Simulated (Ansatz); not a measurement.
Ansatz (a first-principles code) input:
A basis named .json is the Basis Set Exchange file of that set.

Ansatz 0.2 input:
```yaml
crystal:
  periodic: [false, false, false]
  atoms:
    - {symbol: C, position_ang: [-0.00000000, -0.00000000, -1.11416072]}
    - {symbol: S, position_ang: [0.00000000, 0.00000000, 0.41781027]}
basis:
  gaussian:
    orbitals: def2-QZVPP.json
    fitting: {mean_field: def2-universal-jkfit, correlation: def2-QZVPP-RIFIT.json}
magnetization: {spin_polarized: false}
correlation: {method: mp2, electrons: outside_noble_gas}
```

**Question.** Predict the final energy.

**Answer.** -435.68667 Eh (RI-MP2/def2-QZVPP). The basis has 127 functions.
